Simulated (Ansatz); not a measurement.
## Which level was it?

The species is C2H6B (9 atoms), meant as a doublet with charge 0. SMILES: `[BH]CC`. The coordinates come from a PBE0-D4/def2-TZVP relaxation. This is one conformer, not always the lowest.

```xyz
9

B    -1.4153    0.5173   -0.6236
C     0.0775    0.3469   -0.3006
C     0.5047   -0.7315    0.6886
H    -1.9156    1.3072   -1.3703
H     0.5807    0.2110   -1.2732
H     0.4286    1.3412    0.0245
H     1.5883   -0.7462    0.8288
H     0.1973   -1.7210    0.3441
H     0.0422   -0.5710    1.6646
```

Orbital energies are those of the mean-field step.

A calculation with Ansatz 0.2.0 gave:

```
total energy : -103.4372 Eh
HOMO energy  : -4.18 eV
LUMO energy  : -2.87 eV
⟨S²⟩         : 0.752
```

Which of these levels gave the numbers?
A. BLYP/def2-SVPD
B. CCSD/def2-SVPD
C. SVWN5/def2-SVPD
D. PBE/def2-SVPD

C. The others give -104.4324 Eh (BLYP/def2-SVPD), -104.3393 Eh (PBE/def2-SVPD), -104.1758 Eh (CCSD/def2-SVPD).
